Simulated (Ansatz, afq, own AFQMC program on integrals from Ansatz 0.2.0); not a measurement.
Two steps: Ansatz 0.2.0 writes the Fock matrix and Cholesky factors of the valence space, and afq projects on them the lowest state that overlaps trial and start.

```yaml
crystal:
  periodic: [false, false, false]
  atoms:
    - {symbol: B, position_ang: [0.000000, 0.000000, 0.000000]}
    - {symbol: Al, position_ang: [0.000000, 0.000000, 1.605000]}
basis:
  gaussian: {orbitals: cc-pVDZ}
magnetization: {spin_polarized: false, initial_magnetization: 2}
correlation: {method: ccsd_t, electrons: outside_noble_gas, hamiltonian_folder: ham}
```

```sh
$ ansatz run in.yaml --threads 1 --pin off --events-out ev --progress --plain --max-ram 16896MiB --backend cuda --devices 0, --max-vram 18GiB
```

Options of the walk:

```
--method phaseless --trial cisd --walkers 4000 --populations 20 --least-time 60 --time-step 0.005 --steps-per-block 50 --equilibration-blocks 28 --max-blocks 4000 --target-error 0.00015 --factor-cut 1e-05 --start spin_pure --seed 7353 --release-times 0.24,0.51,0.99,1.62,2.4 --release-step 0.03 --release-every 3 --taylor-order 6
```

Times are imaginary, in 1/Eh. The walk had a cap of 122 s. With eight or more populations the least sampling time is a fifth of least-time, and the error comes from their spread.

```
orbitals 26  electrons 4 2  factors 184 of 315
reference energy -266.34171304 Eh
CCSD correlation -0.13817126 Eh in 16 cycles, weight of the determinant in the CISD state 0.8077
energy of the start -266.479865 Eh
 block  time / (1/Eh)  mean weight  energy / Eh
     1     0.250  1.0000  -266.479192
     2     0.500  1.0000  -266.479738
     3     0.750  0.9998  -266.480741
     4     1.000  1.0000  -266.481731
     5     1.250  0.9999  -266.483068
     7     1.750  0.9999  -266.484470
     9     2.250  1.0001  -266.485985
    13     3.250  1.0001  -266.487807
    19     4.750  1.0001  -266.488512
    25     6.250  1.0000  -266.488561
    31     7.750  0.9998  -266.489439
    37     9.250  0.9999  -266.488387
    43    10.750  1.0000  -266.488534
    49    12.250  0.9997  -266.489778
    55    13.750  1.0001  -266.488831
    58    14.500  1.0001  -266.490639
    61    15.250  0.9999  -266.488538
    67    16.750  1.0000  -266.488112
    73    18.250  1.0001  -266.488430
    79    19.750  1.0000  -266.488459
    85    21.250  0.9999  -266.490374
    91    22.750  1.0000  -266.489302
    97    24.250  0.9996  -266.489303
   103    25.750  0.9999  -266.489250
   109    27.250  0.9997  -266.489254
   115    28.750  1.0000  -266.488710
   118    29.500  0.9999  -266.487940
   121    30.250  0.9998  -266.488491
   127    31.750  1.0001  -266.489313
   133    33.250  1.0001  -266.488492
   139    34.750  1.0002  -266.489021
   145    36.250  1.0000  -266.488907
   151    37.750  1.0002  -266.488673
   157    39.250  0.9998  -266.488615
error from the spread of 20 populations
released: time / (1/Eh)  energy / Eh  error  mean overlap
  0.24  -266.489282  0.000139  1.0011
  0.51  -266.489563  0.000128  1.0015
  0.99  -266.489860  0.000154  1.0002
  1.62  -266.490420  0.000087  0.9972
  2.40  -266.490704  0.000059  0.9965
energy -266.489037 +/- 0.000149 Eh
(rows thinned)
```

Question: Estimate how long the walk took on 1 × NVIDIA H100 80GB HBM3 with 2 threads of AMD EPYC 7R13 Processor (Zen 3), with other jobs on the host (the card was shared).

Answer: 52 s of wall time.

The run passed its tests (sampling time, drift between the halves within three errors, error under three times the target), which doesn't prove that it has relaxed.

Against this walk (error 4.1 meV) on the same determinant: CCSD(T) 11.1 meV higher, CCSDT(Q) 60.7 meV lower, CCSDTQ 63.4 meV lower, full CI 64.3 meV lower. The error is statistical and leaves out the bias of the constraint. The released energies are still falling (meV from the phaseless value at times in 1/Eh: -7 ± 4 at 0.24, -14 ± 3 at 0.51, -22 ± 4 at 0.99, -37.6 ± 2.4 at 1.62, -45.4 ± 1.6 at 2.40), so they give no level; they do show a bias of the constraint, and the last of them that isn't too noisy lies 19 meV above full CI. Full CI is exact here, so the walk's 64 meV above it is the walk's own error: the bias of the constraint with this trial. The determinant is a poor start (see the cautions), so the low cluster orders aren't to be relied on, and full CI is the sure value.

Cautions: constraint bias not in the error; lower spins were not checked; a spin-contaminated unrestricted determinant lies lower (UHF 916 meV lower, ⟨S²⟩ 2.80); strong correlation (T1 0.073, weight of the determinant 0.81, largest double 0.21); (T) is large, 6 % of the CCSD correlation.

CCSDT and higher add their correlation energy to the determinant of the CCSD(T) run, since their own runs factorise the integrals more tightly (a shift of under 2 meV). A walk keeps the symmetry of its determinant, which the program's search chose and which needn't be the lowest solution, so a lower state of the same spin and another symmetry isn't excluded.
